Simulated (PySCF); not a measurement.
# CHFO (formyl fluoride) at 6 levels

We compute a comparison of 6 runs (PBE/STO-3G, SVWN5/STO-3G, wB97X-V/STO-3G, CCSDT(Q)/STO-3G, CCSDTQ/STO-3G, FCI/STO-3G) of CHFO (formyl fluoride). The job is set up through a Python script.

Program for the calculation: PySCF 2.14.0.

2 further runs of the same task are left out: 2 set aside as unsound or not needed.

### 1 The structure to begin with

The species is CHFO (4 atoms), meant as a singlet with charge 0. SMILES: `O=CF`. The shape is that of a GFN2-xTB optimisation.

Bond lengths: O1–C2 1.171 Å, C2–F3 1.341 Å, C2–H4 1.098 Å. Angles: O1–C2–F3 122.3°, O1–C2–H4 129.0°, F3–C2–H4 108.7°.

### 2 The energy at PBE/STO-3G (run 1)

job.py reads:

```python
from pyscf import gto, dft

mol = gto.M(
    atom='''
O     -1.681252     0.370424     1.568435
C     -0.093995     0.138593     0.043331
F      1.104299    -2.061427    -0.342702
H      0.670947     1.552429    -1.269064
''',
    max_memory=1860,
    charge=0,
    unit='bohr',
    basis='sto-3g',
    verbose=4,
)

mf = dft.RKS(mol)
mf.xc = 'pbe'
mf.conv_tol = 1e-10
mf.grids.level = 5
mf.kernel()
if not mf.converged:
    mf = mf.newton().run(mf.mo_coeff, mf.mo_occ)

e_final = mf.e_tot
print('E(%s) = %.9f' % ('PBE', e_final))
```

On the command line:

```sh
$ OMP_NUM_THREADS=1 python job.py
```

Standard output:

```text
PySCF version 2.14.0

[... 75 lines left out ...]
converged SCF energy = -210.555043278413
E(PBE) = -210.555043278
```

Wall time 2.3 s (1 thread of Arm Neoverse V1, shared host); peak memory 0.18 GiB.

### 3 The energy at SVWN5/STO-3G (run 2)

calc.py reads:

```python
# formyl fluoride
from pyscf import gto, dft

mol = gto.M(
    atom='''
O       -0.889680       0.196020       0.829980
C       -0.049740       0.073340       0.022930
F        0.584370      -1.090860      -0.181350
H        0.355050       0.821510      -0.671560
''',
    verbose=4,
    max_memory=1860,
    charge=0,
    basis='sto-3g',
)

ks = dft.RKS(mol, xc='svwn')
ks.grids.level = 5
ks.conv_tol = 1e-10
ks.kernel()
if not ks.converged:
    ks = ks.newton().run(ks.mo_coeff, ks.mo_occ)

etot = ks.e_tot
print('E(%s) = %.9f' % ('SVWN5', etot))
```

On the command line:

```sh
$ OMP_NUM_THREADS=1 python calc.py
```

Standard output:

```text
PySCF version 2.14.0

[... 74 lines left out ...]
converged SCF energy = -209.223514810675
E(SVWN5) = -209.223514811
```

Wall time 1.7 s (1 thread of Arm Neoverse V1, shared host); peak memory 0.14 GiB.

Runs 3 to 5 aren't shown in full; the table further down has their settings and results.

### 4 The energy at FCI/STO-3G (run 6)

run.py reads:

```python
# formyl fluoride
from pyscf import gto, mcscf
from pyscf import fci

mol = gto.M(
    atom=[
    ('O', (-0.889680, 0.196020, 0.829980)),
    ('C', (-0.049740, 0.073340, 0.022930)),
    ('F', (0.584370, -1.090860, -0.181350)),
    ('H', (0.355050, 0.821510, -0.671560)),
],
    basis='sto-3g',
    max_memory=1860,
    verbose=3,
    spin=0,
)

calc0 = mol.RHF()
calc0.conv_tol = 1e-10
calc0.kernel()
if not calc0.converged:
    calc0 = calc0.newton().run(calc0.mo_coeff, calc0.mo_occ)

cas = mcscf.CASCI(calc0, calc0.mo_coeff.shape[-1] - 3, (mol.nelec[0] - 3, mol.nelec[1] - 3))  # full CI above the frozen core
cas.fcisolver = fci.direct_spin0.FCI(mol)  # even spin states alone
cas.kernel()
print('<S^2> = %.4f' % cas.fcisolver.spin_square(cas.ci, cas.ncas, cas.nelecas)[0])
e_final = cas.e_tot
print('Final energy', e_final)
```

On the command line:

```sh
$ OMP_NUM_THREADS=1 python run.py
```

Standard output:

```text
converged SCF energy = -209.826652032091
CASCI E = -209.986246663285  E(CI) = -82.2181072437668  S^2 = 0.0000000
<S^2> = 0.0000
Final energy -209.98624666328473
```

Wall time 10 s (1 thread of Arm Neoverse V1, shared host); peak memory 0.23 GiB.

### 5 Overview of the runs

```tsv
run	level	nlc grid	integration grid	energy (Eh)	dipole moment (D) of the reference	HOMO energy (eV)	LUMO energy (eV)	wall time
1	PBE/STO-3G	–	5	-210.555043	1.28	-3.70	1.75	2.3 s
2	SVWN5/STO-3G	–	5	-209.223515	1.33	-3.64	1.71	1.7 s
3	wB97X-V/STO-3G	1	5	-210.724026	1.32	-8.05	5.56	14 s
4	CCSDT(Q)/STO-3G	–	–	-209.986283	1.47	-10.52	7.91	2.9 s
5	CCSDTQ/STO-3G	–	–	-209.986244	1.47	-10.52	7.91	19 s
6	FCI/STO-3G	–	–	-209.986247	1.47	-10.52	7.91	10 s
```

### 6 What came out

| quantity | value |
| --- | --- |
| run 6: total energy | -209.98625 Eh |
| run 6: dipole moment (Hartree–Fock density) | 1.47 D |
| run 6: HOMO energy (Hartree–Fock orbitals) | -10.52 eV |
| run 6: LUMO energy (Hartree–Fock orbitals) | 7.91 eV |
| run 6: HOMO–LUMO gap (Hartree–Fock orbitals) | 18.43 eV |
| run 6: correlation energy (3 core orbitals frozen) | -159.6 mEh |

What this shows: Against full CI in this basis: CCSDT(Q) -0.0 mEh; CCSDTQ +0.0 mEh. Over runs 1, 2, 3 the dipole moment (its size) runs from 1.28 D (PBE/STO-3G) to 1.33 D (SVWN5/STO-3G). Over runs 1, 2, 3 the HOMO–LUMO gap runs from 5.35 eV (SVWN5/STO-3G) to 13.61 eV (wB97X-V/STO-3G). Totals of different functionals can't be ranked against each other. In runs 1, 2, 3, 4, 5, 6 the basis is minimal, so the values are rough. All runs together took 50 s, the longest 19 s.
